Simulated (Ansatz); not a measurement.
Rock-salt PbSe, treated with PBEsol (Ansatz, an electronic-structure program, plane waves, PAW).

Total energies, extrapolated to zero smearing (they compare only within this program, potentials and cutoff; free atoms with spin allowed, lowest state found):

```csv
system,energy (eV/atom)
"rock-salt PbSe, relaxed",-8590.1080
free Pb atom,-11751.5939
free Se atom,-5421.2008
```

### Question
Work out the cohesive energy per atom.

### Answer
E_coh = [1 × (-11751.5939) + 1 × (-5421.2008)]/2 − (-8590.1080) = 3.71 eV/atom. The reference value is 2.74 ± 0.03 eV/atom (worked out here from tabulated enthalpies at 298 K, brought to a static lattice with a Debye model, atoms in their spin–orbit ground levels; inputs from the CRC Handbook), not set against a level without spin–orbit coupling.

Spin–orbit coupling is left out; its size isn't shown.

The PAW data were made under PBE.
